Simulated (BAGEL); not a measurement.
# A workflow on singlet AlSiH4O+

Aim: the energy (singlet AlSiH4O+, HF/cc-pVDZ), then the energy (doublet AlSiH4O, NEVPT2(3,3)/cc-pVDZ), then the energy (doublet AlSiH4O, CASPT2(3,3)/cc-pVDZ) of AlH4OSi. 

Program for the calculation: BAGEL 1.2.2.

3 further runs of the same task are left out: 3 set aside as unsound or not needed.

### Step 1. The system as given

The species is AlSiH4O+ (7 atoms), meant as a singlet with charge +1. As SMILES of the parent species, `[AlH][O][SiH3]`. One bond was lengthened or shortened from a relaxed shape. That shape belongs to the parent species and isn't relaxed for this state.

Bond lengths: Al1–O2 1.689 Å, O2–Si3 1.627 Å, Al1–H4 1.609 Å, Si3–H5 1.487 Å, Si3–H6 1.487 Å, Si3–H7 1.265 Å. Angles: Al1–O2–Si3 169.6°, O2–Al1–H4 116.0°, O2–Si3–H5 110.0°, O2–Si3–H6 110.2°, O2–Si3–H7 110.3°, H5–Si3–H6 108.8°, H5–Si3–H7 108.7°, H6–Si3–H7 108.8°.

### Step 2. A single-point energy at HF/cc-pVDZ (density fitting with svp-jkfit) (run 1)

hf.json reads:

```json
{ "bagel": [

{
  "title": "molecule",
  "basis": "cc-pvdz.json",
  "df_basis": "svp-jkfit",
  "angstrom": true,
  "geometry": [
    { "atom": "Al", "xyz": [      -1.465678,      -1.630081,      -0.154948 ] },
    { "atom": "O", "xyz": [      -0.224978,      -0.494981,      -0.001148 ] },
    { "atom": "Si", "xyz": [       1.048922,       0.441019,       0.381952 ] },
    { "atom": "H", "xyz": [      -2.402078,      -1.479181,      -1.454048 ] },
    { "atom": "H", "xyz": [       1.382422,       1.337219,      -0.756548 ] },
    { "atom": "H", "xyz": [       0.732922,       1.274819,       1.572352 ] },
    { "atom": "H", "xyz": [       2.057800,      -0.275200,       0.643500 ] }
  ]
},

{
  "title": "hf",
  "charge": 1
},

{
  "title": "print",
  "file": "orbitals.molden",
  "orbitals": true
}

]}
```

The basis set cc-pVDZ is read from a file made from the Basis Set Exchange's data (not shown).

Run with:

```sh
$ BAGEL_NUM_THREADS=1 BAGEL hf.json > hf.out
```

Standard output:

```text
* using 1 threads per process

  ===============================================================
  ===============================================================

  *** Geometry ***

  { "atom" : "Al", "xyz" : [     -2.769730,     -3.080407,     -0.292809 ] },
  { "atom" : "O", "xyz" : [     -0.425147,     -0.935379,     -0.002169 ] },
  { "atom" : "Si", "xyz" : [      1.982175,      0.833405,      0.721785 ] },
  { "atom" : "H", "xyz" : [     -4.539270,     -2.795247,     -2.747752 ] },
  { "atom" : "H", "xyz" : [      2.612399,      2.526978,     -1.429669 ] },
  { "atom" : "H", "xyz" : [      1.385022,      2.409059,      2.971315 ] },
  { "atom" : "H", "xyz" : [      3.888678,     -0.520053,      1.216039 ] },

  Number of auxiliary basis functions:      405

  Since a DF basis is specified, we compute 2- and 3-index integrals:
    o Being stored without compression. Storage requirement is 0.016 GB

  Number of basis functions:       70
  Number of electrons      :       39

    * METHOD: MOLECULE                             0.16

  *** RHF ***

  === Nuclear Repulsion ===
   132.7600108656

      * DIIS with orbital gradients will be used.

  === RHF iteration (cc-pvdz.json) ===
      0       -607.54869637          0.01902331           0.04
      1       -607.63927263          0.01868541           0.04
      2       -607.78135612          0.00168628           0.04
      3       -607.78330449          0.00029762           0.04
      4       -607.78336530          0.00005345           0.04
      5       -607.78336803          0.00001281           0.04
      6       -607.78336823          0.00000489           0.04
      7       -607.78336827          0.00000158           0.04
      8       -607.78336827          0.00000048           0.04
      9       -607.78336827          0.00000029           0.04
     10       -607.78336827          0.00000008           0.04
     11       -607.78336827          0.00000002           0.04
     12       -607.78336827          0.00000000           0.04
    * SCF iteration converged.

    * Permanent dipole moment:
           (    2.401307,     2.740066,    -0.190828) a.u.

    * METHOD: HF                                   0.65

    * METHOD: PRINT                                0.01

  ===============================================================
```

Wall time 0.95 s (1 thread of Arm Neoverse V1, shared host); peak memory 0.15 GiB.

### Step 3. Doublet neutral AlSiH4O: a single-point energy at NEVPT2(3,3)/cc-pVDZ (density fitting with svp-jkfit) (run 2)

input.json reads:

```json
{ "bagel" : [

{
  "title" : "molecule",
  "basis" : "cc-pvdz.json",
  "df_basis" : "svp-jkfit",
  "angstrom" : true,
  "geometry" : [
    { "atom" : "Al", "xyz" : [      -1.465678,      -1.630081,      -0.154948 ] },
    { "atom" : "O", "xyz" : [      -0.224978,      -0.494981,      -0.001148 ] },
    { "atom" : "Si", "xyz" : [       1.048922,       0.441019,       0.381952 ] },
    { "atom" : "H", "xyz" : [      -2.402078,      -1.479181,      -1.454048 ] },
    { "atom" : "H", "xyz" : [       1.382422,       1.337219,      -0.756548 ] },
    { "atom" : "H", "xyz" : [       0.732922,       1.274819,       1.572352 ] },
    { "atom" : "H", "xyz" : [       2.057800,      -0.275200,       0.643500 ] }
  ]
},

{
  "title" : "hf",
  "charge" : 1
},

{
  "title" : "casscf",
  "nstate" : 1,
  "nact" : 3,
  "nclosed" : 18,
  "nspin" : 1,
  "active" : [14, 20, 27],
  "maxiter" : 200,
  "natocc" : true
},

{
  "title" : "nevpt2",
  "nstate" : 1,
  "nact" : 3,
  "nclosed" : 18,
  "nspin" : 1,
  "active" : [14, 20, 27],
  "maxiter" : 200,
  "natocc" : true,
  "ncore" : 11
},

{
  "title" : "print",
  "file" : "orbitals.molden",
  "orbitals" : true
}

]}
```

The basis set cc-pVDZ is read from a file made from the Basis Set Exchange's data (not shown).

Run with:

```sh
$ BAGEL_NUM_THREADS=1 BAGEL input.json > input.out
```

Standard output:

```text
* using 1 threads per process

  ===============================================================
  ===============================================================

  *** Geometry ***

  { "atom" : "Al", "xyz" : [     -2.769730,     -3.080407,     -0.292809 ] },
  { "atom" : "O", "xyz" : [     -0.425147,     -0.935379,     -0.002169 ] },
  { "atom" : "Si", "xyz" : [      1.982175,      0.833405,      0.721785 ] },
  { "atom" : "H", "xyz" : [     -4.539270,     -2.795247,     -2.747752 ] },
  { "atom" : "H", "xyz" : [      2.612399,      2.526978,     -1.429669 ] },
  { "atom" : "H", "xyz" : [      1.385022,      2.409059,      2.971315 ] },
  { "atom" : "H", "xyz" : [      3.888678,     -0.520053,      1.216039 ] },

  Number of auxiliary basis functions:      405

  Since a DF basis is specified, we compute 2- and 3-index integrals:
    o Being stored without compression. Storage requirement is 0.016 GB

  Number of basis functions:       70
  Number of electrons      :       39

    * METHOD: MOLECULE                             0.16

  *** RHF ***

[... 11 lines left out ...]
    * SCF iteration converged.
[... 1 line left out ...]
    * Permanent dipole moment:
[... 24 lines left out ...]
      1  0      -608.06828037     5.58e-04      0.22
[... 19 lines of this table left out ...]
     11  0      -608.07842709     3.16e-09      0.20

    * Second-order optimization converged. *

     guess   0:   closed 1..                  open .1.

  === FCI iteration ===

      0  0      -608.06817751     4.67e-02      0.00
      1  0      -608.07842360     6.48e-04      0.00
      2  0      -608.07842709     6.79e-06      0.00
      3  0      -608.07842709     2.60e-07      0.00
      4  0      -608.07842709     8.58e-09      0.00
      5  0      -608.07842709     7.71e-10      0.00
      6  0 *    -608.07842709     6.45e-11      0.00

     * ci vector, state   0, <S^2> = 0.7500
       2a.     0.9973378911
       .a2     0.0729180781

    * METHOD: CASSCF                               2.60

    * freezing 11 orbitals

  === DF-NEVPT2 calculation ===

    * 3-index integral transformation done
    * assembly done

      NEVPT2 correlation energy:   -0.3178606939      0.08

          (+0)     -0.2678575791
          (+0)'    -0.0039670854
          (+1)     -0.0105618296
          (+1)'    -0.0000098277
          (+2)     -0.0001577927
          (-1)     -0.0234591152
          (-1)'    -0.0000151019
          (-2)     -0.0118323623

      NEVPT2 total energy:       -608.3962877854

    * METHOD: NEVPT2                               0.16

    * METHOD: PRINT                                0.01

  ===============================================================
```

It took 3.9 s on 1 thread of Arm Neoverse V1, shared host; peak memory 0.15 GiB.

### Step 4. Doublet neutral AlSiH4O: the energy at CASPT2(3,3)/cc-pVDZ (density fitting with svp-jkfit) (run 3)

calc.json reads:

```json
{ "bagel": [

{
  "title": "molecule",
  "basis": "cc-pvdz.json",
  "df_basis": "svp-jkfit",
  "angstrom": true,
  "geometry": [
    { "atom": "Al", "xyz": [      -1.465678,      -1.630081,      -0.154948 ] },
    { "atom": "O", "xyz": [      -0.224978,      -0.494981,      -0.001148 ] },
    { "atom": "Si", "xyz": [       1.048922,       0.441019,       0.381952 ] },
    { "atom": "H", "xyz": [      -2.402078,      -1.479181,      -1.454048 ] },
    { "atom": "H", "xyz": [       1.382422,       1.337219,      -0.756548 ] },
    { "atom": "H", "xyz": [       0.732922,       1.274819,       1.572352 ] },
    { "atom": "H", "xyz": [       2.057800,      -0.275200,       0.643500 ] }
  ]
},

{
  "title": "hf",
  "charge": 1
},

{
  "title": "casscf",
  "nstate": 1,
  "nact": 3,
  "nclosed": 18,
  "nspin": 1,
  "active": [14, 20, 27],
  "maxiter": 200,
  "natocc": true
},

{
  "title": "print",
  "file": "orbitals.molden",
  "orbitals": true
},

{
  "title": "smith",
  "method": "caspt2",
  "ms": true,
  "xms": true,
  "sssr": true,
  "shift": 0.2,
  "shift_imag": true,
  "ncore": 11
}

]}
```

The basis set cc-pVDZ is read from a file made from the Basis Set Exchange's data (not shown).

Run with:

```sh
$ BAGEL_NUM_THREADS=1 BAGEL calc.json > calc.out
```

Standard output:

```text
* using 1 threads per process

  ===============================================================
  ===============================================================

  *** Geometry ***

  { "atom" : "Al", "xyz" : [     -2.769730,     -3.080407,     -0.292809 ] },
  { "atom" : "O", "xyz" : [     -0.425147,     -0.935379,     -0.002169 ] },
  { "atom" : "Si", "xyz" : [      1.982175,      0.833405,      0.721785 ] },
  { "atom" : "H", "xyz" : [     -4.539270,     -2.795247,     -2.747752 ] },
  { "atom" : "H", "xyz" : [      2.612399,      2.526978,     -1.429669 ] },
  { "atom" : "H", "xyz" : [      1.385022,      2.409059,      2.971315 ] },
  { "atom" : "H", "xyz" : [      3.888678,     -0.520053,      1.216039 ] },

  Number of auxiliary basis functions:      405

  Since a DF basis is specified, we compute 2- and 3-index integrals:
    o Being stored without compression. Storage requirement is 0.016 GB

  Number of basis functions:       70
  Number of electrons      :       39

    * METHOD: MOLECULE                             0.16

  *** RHF ***

[... 11 lines left out ...]
    * SCF iteration converged.
[... 1 line left out ...]
    * Permanent dipole moment:
[... 28 lines left out ...]
    * Second-order optimization converged. *
[... 13 lines left out ...]
     * ci vector, state   0, <S^2> = 0.7500
[... 16 lines left out ...]
    * Zeroth order energy : state  0       -1.2329936044
[... 3 lines left out ...]
      -------------------------------------------  CASPT2 iteration  ---------------------------------------------------
       #      aibj      arbs      arbi      airj      risj      airs      arst      rist         Etot      error   time
      ------------------------------------------------------------------------------------------------------------------

       0  -0.26771  -0.01429  -0.02462  -0.01200  -0.00023  -0.00378  -0.00002  -0.00001   -0.3226651  0.0016108   0.04
       1  -0.26799  -0.01436  -0.02470  -0.01222  -0.00026  -0.00388  -0.00002  -0.00001   -0.3234354  0.0003188   0.03
       2  -0.26800  -0.01435  -0.02471  -0.01223  -0.00026  -0.00388  -0.00002  -0.00001   -0.3234640  0.0000800   0.03
       3  -0.26800  -0.01435  -0.02471  -0.01223  -0.00027  -0.00388  -0.00002  -0.00001   -0.3234654  0.0000186   0.03
       4  -0.26800  -0.01435  -0.02471  -0.01223  -0.00027  -0.00388  -0.00002  -0.00001   -0.3234655  0.0000039   0.03
       5  -0.26800  -0.01435  -0.02471  -0.01223  -0.00027  -0.00388  -0.00002  -0.00001   -0.3234655  0.0000008   0.04

      ------------------------------------------------------------------------------------------------------------------

    * CASPT2 energy : state  0     -608.4037693035
        w/o shift correction       -608.4018926327
        reference weight              0.9015240847

    * METHOD: SMITH                                0.32

  ===============================================================
```

Run time: 3.9 s. Hardware: 1 thread of Arm Neoverse V1, shared host; peak memory 0.15 GiB.

### Step 5. Outcome

```
                                    quantity          value
             run 1, HF/cc-pVDZ: total energy  -607.78337 Eh
              run 1, HF/cc-pVDZ: HOMO energy      -16.13 eV
              run 1, HF/cc-pVDZ: LUMO energy       -7.18 eV
            run 1, HF/cc-pVDZ: HOMO–LUMO gap        8.94 eV
doublet neutral AlSiH4O, run 2: total energy  -608.39629 Eh
doublet neutral AlSiH4O, run 3: total energy  -608.40377 Eh
```
